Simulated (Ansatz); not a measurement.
hcp Hf, treated with LDA in Ansatz (PAW).

Run with plane-wave cutoff 500 eV, 18×12×1 k mesh (along the axes of the cell as run), Fermi–Dirac smearing 0.1 eV, scalar-relativistic PAW data made under PBE.

Question: What does this level give for the surface energy of the (10-10) face and work function of the (10-10) face?

Answer: 
* **surface energy of the (10-10) face**: 2.08 J/m²
* **work function of the (10-10) face**: 4.18 eV

The slab of 10 atoms is relaxed and unreconstructed.

Spin–orbit coupling is not included.

The computed numbers hold no vibrational or temperature effects.

It cost roughly 70 core-minutes of CPU time.

Ansatz is a quantum-chemistry and plane-wave program.
